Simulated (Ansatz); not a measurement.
# CHAlSi (SMILES [C]1#[Si][AlH]1): energies and forces away from the minimum, part 2 of 2

Ansatz 0.2.0, Gaussian basis. Earlier steps stand in the parts before.

**4. Structure 1, width 0.12 Å**

pbe-tzvpp/in.yaml reads:

```yaml
crystal:
  periodic: [false, false, false]
  atoms:
    - {symbol: C, position_ang: [0.412909, 0.814447, 1.047805]}
    - {symbol: Si, position_ang: [0.797319, -0.901118, 1.815226]}
    - {symbol: Al, position_ang: [-0.148655, 0.176412, -0.667917]}
    - {symbol: H, position_ang: [-0.705636, 0.191563, -2.121953]}
basis:
  gaussian: {orbitals: def2-TZVPP}
hamiltonian: {xc: pbe, dispersion: d4}
output: {forces: true}
```

r2scan-tzvpp/in.yaml, as changes to pbe-tzvpp/in.yaml:

```diff
-hamiltonian: {xc: pbe, dispersion: d4}
+hamiltonian: {xc: r2scan, dispersion: d4}
```

pbe0-tzvpp/in.yaml:

```diff
-hamiltonian: {xc: pbe, dispersion: d4}
-output: {forces: true}
+hamiltonian: {xc: pbe0, dispersion: d4}
+output: {forces: true, orbitals: {seedname: orbitals}}
```

wb97mv-tzvpp/in.yaml:

```diff
-hamiltonian: {xc: pbe, dispersion: d4}
+hamiltonian: {xc: {name: wB97M-V}}
```

ccsdt-tzvpp/in.yaml:

```diff
-hamiltonian: {xc: pbe, dispersion: d4}
+correlation: {method: ccsd_t}
```

Output in pbe-tzvpp:

```text
Functional definition: PBE
  name "PBE"
  cite "Perdew, Burke & Ernzerhof, Phys. Rev. Lett. 77, 3865 (1996) doi:10.1103/PhysRevLett.77.3865"
  parent pbe
  parameter kappa = 0.804
  parameter beta = 0.06672455060314922
  exchange = pbe_x(kappa = kappa, mu = beta*pi^2/3)
  correlation = pbe_c(beta = beta)
796 factors; their error is unknown
mean field evaluation 1: about -15492.5137 eV, gradient 9.1e1 eV
mean field evaluation 2: about -15368.5127 eV, gradient 1.4e2 eV
mean field evaluation 4: about -15510.3914 eV, gradient 3.9e1 eV
mean field evaluation 8: about -15515.5020 eV, gradient 3.2e0 eV
mean field evaluation 16: about -15515.5162 eV, gradient 1.5e-3 eV
mean field -15515.51624596 eV, -570.1847052444 hartree, gradient 2.8e-5 eV, S^2 0.000000; 0 other end points of the search recorded, 0 dependent functions left out
the calculation of the forces begins
reference -15515.51628172 eV, -570.1847065586 hartree; 17, 17 occupied and 112, 112 virtual orbitals, 796 factors
Total energy: -15515.61481388 eV, -570.1883275485 hartree
Atom 0 at     0.412909     0.814447     1.047805 Å, force     0.227835    -3.869633    -0.122374 eV/Å
Atom 1 at     0.797319    -0.901118     1.815226 Å, force    -0.766969     3.247043    -1.572164 eV/Å
Atom 2 at    -0.148655     0.176412    -0.667917 Å, force     0.668531     0.750542     2.108384 eV/Å
Atom 3 at    -0.705636     0.191563    -2.121953 Å, force    -0.129398    -0.127952    -0.413846 eV/Å
Dipole moment:    -0.140677    -0.298789    -0.474842 e Å
```

Output in r2scan-tzvpp:

```text
[... 10 set-up lines as earlier in the session ...]
796 factors; their error is unknown
mean field evaluation 1: about -15503.3630 eV, gradient 8.2e1 eV
mean field evaluation 2: about -15392.8518 eV, gradient 1.4e2 eV
mean field evaluation 4: about -15519.5715 eV, gradient 2.5e1 eV
mean field evaluation 8: about -15522.2463 eV, gradient 6.1e-1 eV
mean field evaluation 16: about -15522.2298 eV, gradient 2.6e-3 eV
mean field -15522.22979578 eV, -570.4314236496 hartree, gradient 3.5e-5 eV, S^2 0.000000; 0 other end points of the search recorded, 0 dependent functions left out
the calculation of the forces begins
reference -15522.22980632 eV, -570.4314240369 hartree; 17, 17 occupied and 112, 112 virtual orbitals, 796 factors
Total energy: -15522.24966900 eV, -570.4321539770 hartree
Atom 0 at     0.412909     0.814447     1.047805 Å, force     0.240681    -4.300944    -0.170068 eV/Å
Atom 1 at     0.797319    -0.901118     1.815226 Å, force    -0.879929     3.636976    -1.820196 eV/Å
Atom 2 at    -0.148655     0.176412    -0.667917 Å, force     0.708105     0.799412     2.251379 eV/Å
Atom 3 at    -0.705636     0.191563    -2.121953 Å, force    -0.068857    -0.135445    -0.261115 eV/Å
Dipole moment:    -0.153378    -0.298948    -0.511920 e Å
```

Log of pbe0-tzvpp:

```text
[... 10 set-up lines as earlier in the session ...]
830 factors; their error is unknown
mean field evaluation 1: about -15501.4663 eV, gradient 7.3e1 eV
mean field evaluation 2: about -15417.9344 eV, gradient 1.3e2 eV
mean field evaluation 4: about -15515.4661 eV, gradient 1.7e1 eV
mean field evaluation 8: about -15516.4834 eV, gradient 8.0e-2 eV
mean field evaluation 16: about -15516.5108 eV, gradient 1.3e-4 eV
mean field -15516.51083657 eV, -570.2212557753 hartree, gradient 2.1e-5 eV, S^2 0.000000; 0 other end points of the search recorded, 0 dependent functions left out
the calculation of the forces begins
reference -15516.51086328 eV, -570.2212567568 hartree; 17, 17 occupied and 112, 112 virtual orbitals, 830 factors
Total energy: -15516.59378582 eV, -570.2243041040 hartree
Atom 0 at     0.412909     0.814447     1.047805 Å, force     0.264896    -4.468932    -0.132779 eV/Å
Atom 1 at     0.797319    -0.901118     1.815226 Å, force    -0.908828     3.794016    -1.874037 eV/Å
Atom 2 at    -0.148655     0.176412    -0.667917 Å, force     0.717020     0.796545     2.278574 eV/Å
Atom 3 at    -0.705636     0.191563    -2.121953 Å, force    -0.073088    -0.121630    -0.271757 eV/Å
Dipole moment:    -0.150548    -0.323539    -0.508933 e Å
```

Log of wb97mv-tzvpp:

```text
[... 5 set-up lines as earlier in the session ...]
  # Of w^i u^j: cxij and so on, Table III.
[... 17 set-up lines as earlier in the session ...]
  gx(w, u) = 1 - cx + cx01*u + cx10*w
  gss(w, u) = css00 + css04*u^4 + css10*w + css20*w^2 + css43*w^4*u^3
  gos(w, u) = cos00 + cos10*w + (cos20 + cos21*u)*w^2 + (cos60 + cos61*u)*w^6
[... 2 set-up lines as earlier in the session ...]
      + integral(e_c_pw_mod_opposite_spin*gos(b97_w_opposite, b97_u_opposite)) + vv10(b, c)
802 factors; their error is unknown
175 factors; integrals over basis functions are off by at most 3.1e-5 eV
mean field evaluation 1: about -15513.5200 eV, gradient 5.9e1 eV
mean field evaluation 2: about -15495.9710 eV, gradient 8.5e1 eV
mean field evaluation 4: about -15523.0154 eV, gradient 2.2e0 eV
mean field evaluation 8: about -15523.0374 eV, gradient 1.8e-1 eV
mean field evaluation 16: about -15523.0457 eV, gradient 3.4e-4 eV
mean field -15523.04574757 eV, -570.4614093249 hartree, gradient 6.7e-5 eV, S^2 0.000000; 0 other end points of the search recorded, 0 dependent functions left out
the calculation of the forces begins
reference -15523.04578942 eV, -570.4614108628 hartree; 17, 17 occupied and 112, 112 virtual orbitals, 802 factors
Total energy: -15523.04578942 eV, -570.4614108628 hartree
Atom 0 at     0.412909     0.814447     1.047805 Å, force     0.308814    -4.822521    -0.076428 eV/Å
Atom 1 at     0.797319    -0.901118     1.815226 Å, force    -0.999834     4.135769    -2.068556 eV/Å
Atom 2 at    -0.148655     0.176412    -0.667917 Å, force     0.697499     0.812633     2.245975 eV/Å
Atom 3 at    -0.705636     0.191563    -2.121953 Å, force    -0.006480    -0.125880    -0.100991 eV/Å
Dipole moment:    -0.141738    -0.383262    -0.496458 e Å
```

ccsdt-tzvpp printed:

```text
[... 6 set-up lines as earlier in the session ...]
777 factors; integrals over basis functions are off by at most 1.1e-3 eV
mean field evaluation 1: about -15482.8285 eV, gradient 3.9e1 eV
mean field evaluation 2: about -15483.0030 eV, gradient 3.9e1 eV
mean field evaluation 4: about -15487.6959 eV, gradient 4.2e0 eV
mean field evaluation 8: about -15487.8131 eV, gradient 5.2e-1 eV
mean field evaluation 16: about -15487.8176 eV, gradient 2.7e-6 eV
mean field evaluation 32: about -15475.9960 eV, gradient 1.8e1 eV
mean field evaluation 64: about -15482.8998 eV, gradient 1.5e-3 eV
mean field evaluation 96: about -15482.8998 eV, gradient 1.1e-3 eV
mean field -15487.81761950 eV, -569.1667994967 hartree, gradient 2.7e-6 eV, S^2 0.000000; 0 other end points of the search recorded, 0 dependent functions left out; unrestricted orbitals would lower it
11 core orbitals not correlated: weight in the atoms' cores, before any rotation towards them, 1.000 or more for the frozen orbitals, at most 0.000 for the correlated occupied ones
reference -15487.81761950 eV, -569.1667994967 hartree; 6, 6 occupied and 112, 112 virtual orbitals, 777 factors
second order -9.32056793 eV of doubles, -0.00000000 eV of singles
cycle   1  -8.98848977 eV  change    3.3e-1 eV  update   1.4e-1
cycle   2  -9.47610288 eV  change   -4.9e-1 eV  update   5.2e-2
cycle   3  -9.60190574 eV  change   -1.3e-1 eV  update   2.2e-2
cycle   4  -9.60341347 eV  change   -1.5e-3 eV  update   6.5e-3
cycle   5  -9.60650049 eV  change   -3.1e-3 eV  update   3.2e-3
cycle   6  -9.60599151 eV  change    5.1e-4 eV  update   1.2e-3
cycle   7  -9.60585874 eV  change    1.3e-4 eV  update   5.6e-4
cycle   8  -9.60607421 eV  change   -2.2e-4 eV  update   2.4e-4
cycle   9  -9.60603705 eV  change    3.7e-5 eV  update   9.9e-5
cycle  10  -9.60594679 eV  change    9.0e-5 eV  update   4.1e-5
cycle  11  -9.60596480 eV  change   -1.8e-5 eV  update   1.8e-5
cycle  12  -9.60595201 eV  change    1.3e-5 eV  update   8.5e-6
cycle  13  -9.60596252 eV  change   -1.1e-5 eV  update   3.7e-6
cycle  14  -9.60596448 eV  change   -2.0e-6 eV  update   1.6e-6
perturbative correction -0.77334625 eV, -0.0284199505 hartree
the calculation of the forces begins
Total energy: -15498.19693023 eV, -569.5482321307 hartree
Atom 0 at     0.412909     0.814447     1.047805 Å, force     0.244918    -3.904006    -0.082812 eV/Å
Atom 1 at     0.797319    -0.901118     1.815226 Å, force    -0.844949     3.368692    -1.772361 eV/Å
Atom 2 at    -0.148655     0.176412    -0.667917 Å, force     0.654308     0.663788     2.078006 eV/Å
Atom 3 at    -0.705636     0.191563    -2.121953 Å, force    -0.054277    -0.128474    -0.222834 eV/Å
Dipole moment:    -0.152276    -0.284855    -0.507644 e Å
```

Times: 1.1 s (pbe-tzvpp), 2.8 s (r2scan-tzvpp), 1.6 s (pbe0-tzvpp), 6 s (wb97mv-tzvpp), 24 s (ccsdt-tzvpp) on 2 threads, shared host; peak memory 0.9 GiB.

```csv
method,RMS force component (eV/Å),RMS error against CCSD(T) (eV/Å),angle to CCSD(T) forces (°),dipole (D)
PBE-D4,1.691,0.098,3.1,2.78
r2SCAN-D4,1.875,0.156,1.5,2.94
PBE0-D4,1.941,0.220,1.5,2.99
wB97M-V,2.081,0.367,2.9,3.09
CCSD(T),1.726,reference,reference,2.89
```

**5. Structure 2, width 0.12 Å**

ccsdt-tzvpp/in.yaml reads:

```yaml
crystal:
  periodic: [false, false, false]
  atoms:
    - {symbol: C, position_ang: [0.220529, 0.610210, 1.135929]}
    - {symbol: Si, position_ang: [0.720166, -0.915902, 1.670362]}
    - {symbol: Al, position_ang: [-0.215105, 0.123193, -0.511275]}
    - {symbol: H, position_ang: [-0.846578, 0.190985, -2.135650]}
basis:
  gaussian: {orbitals: def2-TZVPP}
correlation: {method: ccsd_t}
output: {forces: true}
```

The program printed:

```text
[... 6 set-up lines as earlier in the session ...]
778 factors; integrals over basis functions are off by at most 7.4e-4 eV
mean field evaluation 1: about -15483.1664 eV, gradient 4.3e1 eV
mean field evaluation 2: about -15483.3832 eV, gradient 4.3e1 eV
mean field evaluation 4: about -15488.3740 eV, gradient 4.3e0 eV
mean field evaluation 8: about -15488.4894 eV, gradient 4.6e-1 eV
mean field evaluation 16: about -15488.4933 eV, gradient 2.3e-6 eV
mean field evaluation 32: about -15481.5076 eV, gradient 2.8e-1 eV
mean field -15488.49330765 eV, -569.1916305783 hartree, gradient 2.3e-6 eV, S^2 0.000000; 0 other end points of the search recorded, 0 dependent functions left out; unrestricted orbitals would lower it
11 core orbitals not correlated: weight in the atoms' cores, before any rotation towards them, 1.000 or more for the frozen orbitals, at most 0.000 for the correlated occupied ones
reference -15488.49330765 eV, -569.1916305783 hartree; 6, 6 occupied and 112, 112 virtual orbitals, 778 factors
second order -8.99277411 eV of doubles, -0.00000000 eV of singles
cycle   1  -8.92082617 eV  change    7.2e-2 eV  update   1.1e-1
cycle   2  -9.32090902 eV  change   -4.0e-1 eV  update   4.0e-2
cycle   3  -9.42516552 eV  change   -1.0e-1 eV  update   1.9e-2
cycle   4  -9.42302393 eV  change    2.1e-3 eV  update   5.3e-3
cycle   5  -9.42553833 eV  change   -2.5e-3 eV  update   2.6e-3
cycle   6  -9.42526748 eV  change    2.7e-4 eV  update   9.7e-4
cycle   7  -9.42506567 eV  change    2.0e-4 eV  update   3.8e-4
cycle   8  -9.42514676 eV  change   -8.1e-5 eV  update   1.7e-4
cycle   9  -9.42512895 eV  change    1.8e-5 eV  update   5.8e-5
cycle  10  -9.42507769 eV  change    5.1e-5 eV  update   2.9e-5
cycle  11  -9.42509256 eV  change   -1.5e-5 eV  update   1.2e-5
cycle  12  -9.42508454 eV  change    8.0e-6 eV  update   6.6e-6
cycle  13  -9.42509256 eV  change   -8.0e-6 eV  update   2.7e-6
perturbative correction -0.65955816 eV, -0.0242383154 hartree
the calculation of the forces begins
Total energy: -15498.57795837 eV, -569.5622346566 hartree
Atom 0 at     0.220529     0.610210     1.135929 Å, force     0.007498     0.654892     0.345900 eV/Å
Atom 1 at     0.720166    -0.915902     1.670362 Å, force     0.352569    -0.797196     0.543445 eV/Å
Atom 2 at    -0.215105     0.123193    -0.511275 Å, force    -1.042941     0.370178    -2.451830 eV/Å
Atom 3 at    -0.846578     0.190985    -2.135650 Å, force     0.682874    -0.227873     1.562485 eV/Å
Dipole moment:    -0.094188    -0.210211    -0.477576 e Å
```

Run time: 23 s. Hardware: 2 threads, shared host; peak memory 0.9 GiB.

The other levels were run on the same coordinates; their logs were not kept, and their results stand in the tables.

```csv
method,RMS force component (eV/Å),RMS error against CCSD(T) (eV/Å),angle to CCSD(T) forces (°),dipole (D)
PBE-D4,0.903,0.102,3.0,2.44
r2SCAN-D4,0.867,0.212,10.6,2.57
PBE0-D4,0.850,0.267,14.2,2.64
wB97M-V,0.902,0.381,22.6,2.68
CCSD(T),0.992,reference,reference,2.55
```

**6. Structure 3, width 0.06 Å**

ccsdt-tzvpp/in.yaml reads:

```yaml
crystal:
  periodic: [false, false, false]
  atoms:
    - {symbol: C, position_ang: [0.337309, 0.559154, 0.955421]}
    - {symbol: Si, position_ang: [0.757206, -0.873484, 1.746786]}
    - {symbol: Al, position_ang: [-0.279598, 0.188525, -0.719512]}
    - {symbol: H, position_ang: [-0.880925, 0.097957, -2.091814]}
basis:
  gaussian: {orbitals: def2-TZVPP}
correlation: {method: ccsd_t}
output: {forces: true}
```

The program printed:

```text
[... 6 set-up lines as earlier in the session ...]
778 factors; integrals over basis functions are off by at most 1.1e-3 eV
mean field evaluation 1: about -15483.3102 eV, gradient 4.3e1 eV
mean field evaluation 2: about -15483.4902 eV, gradient 4.3e1 eV
mean field evaluation 4: about -15488.6378 eV, gradient 4.3e0 eV
mean field evaluation 8: about -15488.7433 eV, gradient 3.8e-1 eV
mean field evaluation 16: about -15488.7451 eV, gradient 1.7e-6 eV
mean field -15488.74511300 eV, -569.2008842542 hartree, gradient 1.7e-6 eV, S^2 0.000000; 0 other end points of the search recorded, 0 dependent functions left out; unrestricted orbitals would lower it
11 core orbitals not correlated: weight in the atoms' cores, before any rotation towards them, 1.000 or more for the frozen orbitals, at most 0.000 for the correlated occupied ones
reference -15488.74511300 eV, -569.2008842542 hartree; 6, 6 occupied and 112, 112 virtual orbitals, 778 factors
second order -8.93295673 eV of doubles, -0.00000000 eV of singles
cycle   1  -8.85667153 eV  change    7.6e-2 eV  update   1.1e-1
cycle   2  -9.24006132 eV  change   -3.8e-1 eV  update   3.9e-2
cycle   3  -9.34123913 eV  change   -1.0e-1 eV  update   1.9e-2
cycle   4  -9.33637777 eV  change    4.9e-3 eV  update   5.3e-3
cycle   5  -9.33854670 eV  change   -2.2e-3 eV  update   2.9e-3
cycle   6  -9.33852556 eV  change    2.1e-5 eV  update   9.8e-4
cycle   7  -9.33822710 eV  change    3.0e-4 eV  update   4.0e-4
cycle   8  -9.33834432 eV  change   -1.2e-4 eV  update   1.7e-4
cycle   9  -9.33832099 eV  change    2.3e-5 eV  update   5.6e-5
cycle  10  -9.33828122 eV  change    4.0e-5 eV  update   2.6e-5
cycle  11  -9.33828279 eV  change   -1.6e-6 eV  update   1.0e-5
cycle  12  -9.33828114 eV  change    1.6e-6 eV  update   4.6e-6
cycle  13  -9.33828707 eV  change   -5.9e-6 eV  update   2.2e-6
perturbative correction -0.65587736 eV, -0.0241030486 hartree
the calculation of the forces begins
Total energy: -15498.73927743 eV, -569.5681630229 hartree
Atom 0 at     0.337309     0.559154     0.955421 Å, force    -0.362307     0.384536    -0.946799 eV/Å
Atom 1 at     0.757206    -0.873484     1.746786 Å, force     0.080839    -0.476265     0.101029 eV/Å
Atom 2 at    -0.279598     0.188525    -0.719512 Å, force     0.682479     0.212723     1.880450 eV/Å
Atom 3 at    -0.880925     0.097957    -2.091814 Å, force    -0.401012    -0.120995    -1.034681 eV/Å
Dipole moment:    -0.219183    -0.144097    -0.640436 e Å
```

Wall time 20 s (2 threads, shared host); peak memory 0.9 GiB.

```csv
method,RMS force component (eV/Å),RMS error against CCSD(T) (eV/Å),angle to CCSD(T) forces (°),dipole (D)
PBE-D4,0.793,0.084,5.2,3.14
r2SCAN-D4,0.796,0.174,12.4,3.35
PBE0-D4,0.820,0.226,15.8,3.40
wB97M-V,0.806,0.346,25.4,3.45
CCSD(T),0.748,reference,reference,3.32
```

**7. Structure 4, width 0.06 Å**

ccsdt-tzvpp/in.yaml reads:

```yaml
crystal:
  periodic: [false, false, false]
  atoms:
    - {symbol: C, position_ang: [0.305328, 0.596666, 1.010705]}
    - {symbol: Si, position_ang: [0.707587, -0.805977, 1.738538]}
    - {symbol: Al, position_ang: [-0.277692, 0.176959, -0.644734]}
    - {symbol: H, position_ang: [-0.739667, -0.032983, -2.063673]}
basis:
  gaussian: {orbitals: def2-TZVPP}
correlation: {method: ccsd_t}
output: {forces: true}
```

The program printed:

```text
[... 6 set-up lines as earlier in the session ...]
778 factors; integrals over basis functions are off by at most 1.1e-3 eV
mean field evaluation 1: about -15483.1570 eV, gradient 4.4e1 eV
mean field evaluation 2: about -15483.3523 eV, gradient 4.4e1 eV
mean field evaluation 4: about -15488.6229 eV, gradient 4.3e0 eV
mean field evaluation 8: about -15488.7283 eV, gradient 3.7e-1 eV
mean field evaluation 16: about -15488.7301 eV, gradient 1.8e-6 eV
mean field -15488.73014720 eV, -569.2003342713 hartree, gradient 1.8e-6 eV, S^2 0.000000; 0 other end points of the search recorded, 0 dependent functions left out; unrestricted orbitals would lower it
11 core orbitals not correlated: weight in the atoms' cores, before any rotation towards them, 1.000 or more for the frozen orbitals, at most 0.000 for the correlated occupied ones
reference -15488.73014720 eV, -569.2003342713 hartree; 6, 6 occupied and 112, 112 virtual orbitals, 778 factors
second order -8.87706188 eV of doubles, -0.00000000 eV of singles
cycle   1  -8.84616327 eV  change    3.1e-2 eV  update   1.1e-1
cycle   2  -9.21470900 eV  change   -3.7e-1 eV  update   3.7e-2
cycle   3  -9.31204154 eV  change   -9.7e-2 eV  update   1.8e-2
cycle   4  -9.30695404 eV  change    5.1e-3 eV  update   5.3e-3
cycle   5  -9.30890106 eV  change   -1.9e-3 eV  update   3.0e-3
cycle   6  -9.30892603 eV  change   -2.5e-5 eV  update   9.9e-4
cycle   7  -9.30863012 eV  change    3.0e-4 eV  update   4.0e-4
cycle   8  -9.30874652 eV  change   -1.2e-4 eV  update   1.6e-4
cycle   9  -9.30872445 eV  change    2.2e-5 eV  update   5.5e-5
cycle  10  -9.30868623 eV  change    3.8e-5 eV  update   2.4e-5
cycle  11  -9.30868955 eV  change   -3.3e-6 eV  update   1.0e-5
cycle  12  -9.30868817 eV  change    1.4e-6 eV  update   4.6e-6
cycle  13  -9.30869442 eV  change   -6.2e-6 eV  update   2.2e-6
perturbative correction -0.63207771 eV, -0.0232284276 hartree
the calculation of the forces begins
Total energy: -15498.67091934 eV, -569.5656509091 hartree
Atom 0 at     0.305328     0.596666     1.010705 Å, force    -0.897493     2.463837    -1.724079 eV/Å
Atom 1 at     0.707587    -0.805977     1.738538 Å, force     0.733571    -2.574379     1.329585 eV/Å
Atom 2 at    -0.277692     0.176959    -0.644734 Å, force     0.497629     0.267121     1.327935 eV/Å
Atom 3 at    -0.739667    -0.032983    -2.063673 Å, force    -0.333707    -0.156579    -0.933440 eV/Å
Dipole moment:    -0.239229    -0.134168    -0.639961 e Å
```

Run time: 19 s. Hardware: 2 threads, shared host; peak memory 0.9 GiB.

```csv
method,RMS force component (eV/Å),RMS error against CCSD(T) (eV/Å),angle to CCSD(T) forces (°),dipole (D)
PBE-D4,1.368,0.076,3.1,3.17
r2SCAN-D4,1.251,0.195,7.4,3.38
PBE0-D4,1.238,0.250,9.9,3.44
wB97M-V,1.129,0.353,12.8,3.48
CCSD(T),1.350,reference,reference,3.34
```

**8. All structures together**

Energy above the minimum (kJ/mol):

```csv
structure,width (Å),PBE-D4,r2SCAN-D4,PBE0-D4,wB97M-V,Hartree-Fock,MP2,CCSD,CCSD(T)
1,0.12,57.9,70.3,74.0,82.9,95.3,57.7,70.5,58.6
2,0.12,20.4,22.3,22.2,25.4,30.1,24.1,22.8,21.8
3,0.06,6.3,7.0,7.2,6.8,5.8,5.6,6.8,6.2
4,0.06,14.2,11.5,11.1,8.5,7.3,12.5,11.1,12.8
```

What each level costs and misses (shared host):

| method | mean energy error from CCSD(T) (kJ/mol) | mean time a point |
| --- | --- | --- |
| PBE-D4 | 0.9 | 1.2 s |
| r2SCAN-D4 | 3.6 | 2.8 s |
| PBE0-D4 | 4.6 | 1.9 s |
| wB97M-V | 8.2 | 6.3 s |
| Hartree-Fock | 12.8 | part of the CCSD(T) run |
| MP2 | 1.0 | part of the CCSD(T) run |
| CCSD | 3.8 | part of the CCSD(T) run |
| CCSD(T) | 0 | 21 s |

For cost: PBE-D4 comes within 0.9 kJ/mol at 1.2 s a point, where CCSD(T) needs 21 s.

**9. Outcome**

This closing draws on all 2 parts.

| quantity | value |
| --- | --- |
| energy above the minimum, CCSD(T) | 58.6, 21.8, 6.2, 12.8 kJ/mol |
| mean energy error | PBE-D4 0.9, r2SCAN-D4 3.6, PBE0-D4 4.6, wB97M-V 8.2, Hartree-Fock 12.8, MP2 1.0, CCSD 3.8 kJ/mol |
| mean RMS force error | PBE-D4 0.090, r2SCAN-D4 0.184, PBE0-D4 0.241, wB97M-V 0.362 eV/Å |
| largest T1 diagnostic | 0.023 |

**Reading.** In energy PBE-D4 is nearest to CCSD(T) and Hartree-Fock farthest. For forces PBE-D4 is best, off by 7 % of the typical force, and wB97M-V worst (30 %); with few structures and a triple-zeta reference, gaps of a few points rank nothing. The restricted Hartree–Fock reference is unstable towards an unrestricted one at one or more of these structures.
